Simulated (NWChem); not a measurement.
System: Li, doublet

Output (shortened):

```
             Northwest Computational Chemistry Package (NWChem) 7.3.0
             --------------------------------------------------------

                             Geometry "geometry" -> ""
                             -------------------------

 Output coordinates in angstroms (scale by  1.889725989 to convert to a.u.)

  No.       Tag          Charge          X              Y              Z
 ---- ---------------- ---------- -------------- -------------- --------------
    1 Li                   3.0000     0.00000000     0.00000000     0.00000000

 Effective nuclear repulsion energy (a.u.)       0.0000000000

                                 NWChem DFT Module
                                 -----------------

 Summary of "ao basis" -> "ao basis" (spherical)
 ------------------------------------------------------------------------------
       Tag                 Description            Shells   Functions and Types
 ---------------- ------------------------------  ------  ---------------------
 Li                          sto-3g                  3        5   2s1p

            General Information
            -------------------
          SCF calculation type: DFT
          Wavefunction type:  spin polarized.
          No. of atoms     :     1
          No. of electrons :     3
           Alpha electrons :     2
            Beta electrons :     1
          Charge           :     0
          Spin multiplicity:     2
          Use of symmetry is: off; symmetry adaption is: off
          Maximum number of iterations: 150
          AO basis - number of functions:     5
                     number of shells:     3
          Convergence on energy requested:  1.00D-06
          Convergence on density requested:  1.00D-05
          Convergence on gradient requested:  5.00D-04

              XC Information
              --------------
                     Hartree-Fock (Exact) Exchange  1.000
                   CAM-Becke88 Exchange Functional  1.000
                      VWN V Correlation Functional  0.190 local
              Lee-Yang-Parr Correlation Functional  0.810

           Range-Separation Parameters
           ---------------------------
           Alpha           :  0.19
           Beta            :  0.46
           Gamma           :  0.33
           Short-Range HF  :     F

             Grid Information
             ----------------
          Grid used for XC integration:  medium
          Radial quadrature: Mura-Knowles
          Angular quadrature: Lebedev.
          Tag              B.-S. Rad. Rad. Pts. Rad. Cut. Ang. Pts.
          ---              ---------- --------- --------- ---------
          Li                  1.45       49           7.0       434
          Grid pruning is: on
          Number of quadrature shells:    49
          Spatial weights used:  Erf1

      Superposition of Atomic Density Guess
      -------------------------------------

 Sum of atomic energies:          -7.31552598

      Non-variational initial energy
      ------------------------------

 Total energy =      -7.244920
 1-e energy   =      -9.743899
 2-e energy   =       2.498979
 HOMO         =      -0.038948
 LUMO         =       0.160521

     ---------------------------------------------
      Total Density - Mulliken Population Analysis
     ---------------------------------------------

    Atom       Charge   Shell Charges
 -----------   ------   -------------------------------------------------------
    1 Li   3     3.00   1.99  1.01  0.00

     --------------------------------------------
      Spin Density - Mulliken Population Analysis
     --------------------------------------------

    Atom       Charge   Shell Charges
 -----------   ------   -------------------------------------------------------
    1 Li   3     1.00   0.01  0.99  0.00

   convergence    iter        energy       DeltaE   RMS-Dens  Diis-err
 ---------------- ----- ----------------- --------- --------- ---------
 d= 0,ls=0.0,diis     1     -7.3494055895 -7.35D+00  3.92D-13  1.92D-24
                                                     4.85D-03  1.94D-03
 d= 0,ls=0.0,diis     2     -7.3499369475 -5.31D-04  1.36D-13  1.69D-26
                                                     4.19D-04  1.23D-05
  Singularity in Pulay matrix. Error and Fock matrices removed.
 d= 0,ls=0.0,diis     3     -7.3499442196 -7.27D-06  3.50D-13  1.91D-24
                                                     9.06D-07  5.73D-11
  Singularity in Pulay matrix. Error and Fock matrices removed.
 d= 0,ls=0.0,diis     4     -7.3499442196 -1.58D-11  1.07D-13  1.23D-26
                                                     3.58D-09  9.03D-16

         Total DFT energy =       -7.349944219594
      One electron energy =       -9.737311123752
           Coulomb energy =        4.247541568711
    Exchange-Corr. energy =       -1.860174664554
 Nuclear repulsion energy =        0.000000000000

 Numeric. integr. density =        2.999999836601

                    DFT Final Alpha Molecular Orbital Analysis
                    ------------------------------------------

 Vector    1  Occ=1.000000D+00  E=-1.980134D+00
              MO Center= -4.8D-16,  6.5D-16,  6.2D-16, r^2= 1.3D-01
   Bfn.  Coefficient  Atom+Function         Bfn.  Coefficient  Atom+Function
  ----- ------------  ---------------      ----- ------------  ---------------
     1      0.988024  1 Li s                  2      0.045603  1 Li s

 Vector    2  Occ=1.000000D+00  E=-1.489642D-01
              MO Center= -2.2D-13,  3.0D-13,  3.0D-13, r^2= 3.4D+00
   Bfn.  Coefficient  Atom+Function         Bfn.  Coefficient  Atom+Function
  ----- ------------  ---------------      ----- ------------  ---------------
     2      1.029396  1 Li s                  1     -0.292482  1 Li s

 Vector    3  Occ=0.000000D+00  E= 7.046227D-02
              MO Center= -3.1D-17,  9.7D-17, -1.2D-16, r^2= 3.3D+00
   Bfn.  Coefficient  Atom+Function         Bfn.  Coefficient  Atom+Function
  ----- ------------  ---------------      ----- ------------  ---------------
     5      0.761525  1 Li pz                 4     -0.617559  1 Li py
     3      0.196725  1 Li px

 Vector    4  Occ=0.000000D+00  E= 7.046227D-02
              MO Center=  5.5D-17,  3.0D-17,  1.0D-17, r^2= 3.3D+00
   Bfn.  Coefficient  Atom+Function         Bfn.  Coefficient  Atom+Function
  ----- ------------  ---------------      ----- ------------  ---------------
     3      0.867243  1 Li px                 4      0.471925  1 Li py
     5      0.158672  1 Li pz

 Vector    5  Occ=0.000000D+00  E= 7.046227D-02
              MO Center=  2.2D-13, -3.0D-13, -3.0D-13, r^2= 3.3D+00
   Bfn.  Coefficient  Atom+Function         Bfn.  Coefficient  Atom+Function
  ----- ------------  ---------------      ----- ------------  ---------------
     4      0.629212  1 Li py                 5      0.628413  1 Li pz
     3     -0.457372  1 Li px

                     DFT Final Beta Molecular Orbital Analysis
                     -----------------------------------------

 Vector    1  Occ=1.000000D+00  E=-1.963427D+00
              MO Center= -1.5D-16,  2.1D-16,  2.1D-16, r^2= 1.3D-01
   Bfn.  Coefficient  Atom+Function         Bfn.  Coefficient  Atom+Function
  ----- ------------  ---------------      ----- ------------  ---------------
     1      0.986904  1 Li s                  2      0.049519  1 Li s

 Vector    2  Occ=0.000000D+00  E= 1.109191D-02
              MO Center= -1.6D-13,  2.2D-13,  2.2D-13, r^2= 3.4D+00
   Bfn.  Coefficient  Atom+Function         Bfn.  Coefficient  Atom+Function
  ----- ------------  ---------------      ----- ------------  ---------------
     2      1.029216  1 Li s                  1     -0.296239  1 Li s

 Vector    3  Occ=0.000000D+00  E= 9.473505D-02
              MO Center= -5.7D-15, -2.4D-14,  1.6D-14, r^2= 3.3D+00
   Bfn.  Coefficient  Atom+Function         Bfn.  Coefficient  Atom+Function
  ----- ------------  ---------------      ----- ------------  ---------------
     4      0.816843  1 Li py                 5     -0.542984  1 Li pz
     3      0.194770  1 Li px

 Vector    4  Occ=0.000000D+00  E= 9.473505D-02
              MO Center=  6.7D-14, -1.9D-13, -2.7D-13, r^2= 3.3D+00
   Bfn.  Coefficient  Atom+Function         Bfn.  Coefficient  Atom+Function
  ----- ------------  ---------------      ----- ------------  ---------------
     5      0.793973  1 Li pz                 4      0.574917  1 Li py
     3     -0.197680  1 Li px

     ---------------------------------------------
      Total Density - Mulliken Population Analysis
     ---------------------------------------------

    Atom       Charge   Shell Charges
 -----------   ------   -------------------------------------------------------
    1 Li   3     3.00   1.99  1.01  0.00

     --------------------------------------------
      Spin Density - Mulliken Population Analysis
     --------------------------------------------

    Atom       Charge   Shell Charges
 -----------   ------   -------------------------------------------------------
    1 Li   3     1.00   0.01  0.99  0.00

     -------------------------------------------
      Total Density - Lowdin Population Analysis
     -------------------------------------------

    Atom       Charge   Shell Charges
 -----------   ------   -------------------------------------------------------
    1 Li   3     3.00   1.97  1.03  0.00

     ------------------------------------------
      Spin Density - Lowdin Population Analysis
     ------------------------------------------

    Atom       Charge   Shell Charges
 -----------   ------   -------------------------------------------------------
    1 Li   3     1.00   0.03  0.97  0.00

[...]

                         DFT ENERGY GRADIENTS

    atom               coordinates                        gradient
                 x          y          z           x          y          z
   1 Li      0.000000   0.000000   0.000000    0.000000  -0.000000  -0.000000
```

Level: CAM-B3LYP/STO-3G, spin-unrestricted. No stability test was run on the SCF state.

Task: Which NWChem input produces such a log?

Result: One answer among several that fit: the input that was run:
```
start job
memory heap 200 mb stack 900 mb global 1100 mb
geometry units angstroms noautoz
  Li     0.000000     0.000000     0.000000
end
basis spherical
  Li library sto-3g
end
dft
  odft
  mult 2
  xc xcamb88 1.00 lyp 0.81 vwn_5 0.19 hfexch 1.00
  cam 0.33 cam_alpha 0.19 cam_beta 0.46
  iterations 150
  mulliken
end
task dft gradient
```
